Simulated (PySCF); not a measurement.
Symmetry of computed structures. Theory: PySCF 2.14.0, PBE0-D3(BJ)/def2-SVP geometry optimisation, gas phase. The symmetry is that of the one conformer found, every atom within 0.08 Å of its image; none is proved a minimum here.

Task: Point group, rotor type and polarity of `[CH2:1]1[CH2:2][O:3][CH2:4][CH2:5][O:6]1` with O6–C1–C2–O3 -57°, C1–C2–O3–C4 57°, C2–O3–C4–C5 -57°, O3–C4–C5–O6 57°?

Result: C2h; asymmetric top; symmetry number 2; 4 operations, which sort the 14 atoms into 4 sets; dipole forbidden by symmetry (computed 0.00 D); heavy atoms equivalent by symmetry: C1/C2/C4/C5, O3/O6.

Task: What symmetry has `[CH2:1][O:2][C@@H:3]1[CH2:4][GeH2:5][CH2:6][C@H:7]1[F:8]` (doublet state) with H–C1–O2–C3 29° and 179°, C1–O2–C3–C4 -167°, O2–C3–C4–Ge5 -80°, C3–C4–Ge5–C6 -14°, C4–Ge5–C6–C7 -13°, Ge5–C6–C7–F8 -78°?

Result: C1; asymmetric top; symmetry number 1; this conformer is chiral (no improper operation); dipole 0.98 D.

Task: Point group, rotor type and polarity of `[Cl:1][CH2:2][Br:3]`?

Result: Cs; near-prolate asymmetric top; symmetry number 1; 2 operations, which sort the 5 atoms into 4 sets; dipole 1.60 D, in the ab plane, which is the mirror; heavy atoms equivalent by symmetry: none.

Task: Point group, rotor type and polarity of `[Cl:1][CH:2]=[C:3]1[CH:4]=[CH:5][CH:6]=[CH:7]1`?

Result: Cs; near-prolate asymmetric top; symmetry number 1; 2 operations, which sort the 12 atoms into 12 sets; dipole 0.77 D, in the ab plane, which is the mirror; heavy atoms equivalent by symmetry: none.

Task: Point group, rotor type and polarity of `[H]/[N:1]=[CH:2]\[CH:3]=[CH:4]\[F:5]` with N1–C2–C3–C4 180°?

Result: Cs; near-prolate asymmetric top; symmetry number 1; 2 operations, which sort the 9 atoms into 9 sets; dipole 1.61 D, in the ab plane, which is the mirror; heavy atoms equivalent by symmetry: none.

Task: Point group, rotor type and polarity of `[CH2:1]=[N:2][C:3](=[CH2:4])[F:5]` with C1–N2–C3–C4 179°?

Result: Cs; asymmetric top; symmetry number 1; 2 operations, which sort the 9 atoms into 9 sets; dipole 0.58 D, in the ab plane, which is the mirror; A, B, C = 10352, 4719, 3241 MHz; heavy atoms equivalent by symmetry: none.

Task: `[CH2:1]=[CH:2][CH:3]=[Se:4]` with C1–C2–C3–Se4 180°: symmetry, top, dipole?

Result: Cs; near-prolate asymmetric top; symmetry number 1; 2 operations, which sort the 8 atoms into 8 sets; dipole 2.67 D, in the ab plane, which is the mirror; heavy atoms equivalent by symmetry: none.

Task: What symmetry has `[O:1]=[S:2]=[O:3]`?

Result: C2v; near-prolate asymmetric top; symmetry number 2; 4 operations, which sort the 3 atoms into 2 sets; dipole 1.83 D, along b, the twofold axis; heavy atoms equivalent by symmetry: O1/O3.
